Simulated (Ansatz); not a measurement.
C₂H₂F₂, SMILES `C=C(F)F`. The species carries charge 0 and has multiplicity 1.

Cartesian coordinates in Å:
```
C 0.203 -0.173 0.681
C -0.162 0.138 -0.543
F -0.638 1.303 -0.918
F -0.105 -0.669 -1.578
H 0.584 -1.160 0.891
H 0.118 0.561 1.467
```

(1) List the harmonic frequencies (cm⁻¹, unscaled) at PBE0-D4/def2-TZVP in Ansatz. (An estimate is asked.)

(2) Is this a minimum?

(3) Give the ideal-gas thermochemistry at 298.15 K and 1 bar (rigid rotor, harmonic oscillator; point group C2v, symmetry number 2).

(4) And at 400, 500, 600, 800 and 1000 K?

## Answers

(1) Computed: 442, 559, 650, 724, 826, 961, 964, 1341, 1405, 1798, 3216, 3321.

(2) Yes, all 12 modes are real.

(3) Zero-point energy 96.9 kJ/mol; H(298) − E = 109.1 kJ/mol; entropy 264.6 J/(mol·K), of which translation 160.7, rotation 93.6, vibration 10.2; G(298) − E = 30.3 kJ/mol.

(4) 
```
T (K)  H − E (kJ/mol)  S (J/mol/K)  G − E (kJ/mol)
  400           115.7        283.4             2.3
  500           123.3        300.3           -26.9
  600           131.7        315.7           -57.7
  800           150.5        342.6          -123.6
 1000           171.1        365.5          -194.5
```
